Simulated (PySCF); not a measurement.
# Working out the electron affinity of Li

Li⁻ [He] 2s2 (1S) → Li [He] 2s1 (2S). Computed with PySCF 2.14 in x2c-TZVPPall with one added diffuse shell each of s, p type (6s4p1d, 23 functions), with the spin-free X2C one-electron Hamiltonian (Gaussian nucleus). Frozen: nothing. Energies in hartree (1 hartree = 27.21139 eV):

```csv
part,Li⁻ (lower),Li (upper)
UHF,-7.428518,-7.433323
CCSD correlation,-0.061438,-0.035492
(T),-0.000241,-0.000017
```

Question: What does Hartree-Fock give?

Answer: (-7.433323) − (-7.428518) = -0.004805 hartree = -0.131 eV.

Question: What do CCSD and CCSD(T) give?

Answer: The CCSD correlation energies differ by 0.025946 hartree = 0.706 eV and the triples by 0.000224 hartree = 0.006 eV, so CCSD gives 0.575 eV and CCSD(T) 0.581 eV.

A first-order spin-orbit estimate adds 0.000 eV to CCSD(T) (valence and next inner shell), giving 0.581 eV against 0.618 eV (measured; photodetachment measurements, as compiled on the Wikipedia data page of electron affinities).

The coupled-cluster amplitudes are large, so a single reference is strained.

What remains against the reference includes basis incompleteness and higher excitations.
